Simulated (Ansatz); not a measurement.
**Diamond-structure Ge**

All values below come from PBE-D3(BJ) in Ansatz (PAW).

Settings: plane-wave cutoff 500 eV, 12×12×12 k mesh, Fermi–Dirac smearing 0.05 eV, scalar-relativistic PAW data made under PBE.

Cell: relaxed at this level.

```json
{
  "equilibrium_volume_per_atom": "23.14 Å³/atom",
  "equilibrium_lattice_constant_a": "5.700 Å",
  "band_gap": "none"
}
```

Measured, for comparison: band gap 0.79 eV (measured zero-point renormalisation of 52 meV added back here; inputs from Miglio et al. (2020), arXiv:2011.12765); equilibrium volume per atom 22.47 Å³/atom, lattice constant a 5.644 Å (static lattice: zero-point anharmonic expansion removed; as tabulated in Mejia-Rodriguez and Trickey (2018), arXiv:1807.09216). Computed (rounded) less measured: equilibrium volume per atom +3.0 %, lattice constant a +1.0 %.

Spin–orbit coupling is not included.

Computed values are for the static lattice.

It cost about 20 core-seconds (a rough figure) of CPU time.

Ansatz is an electronic-structure program.
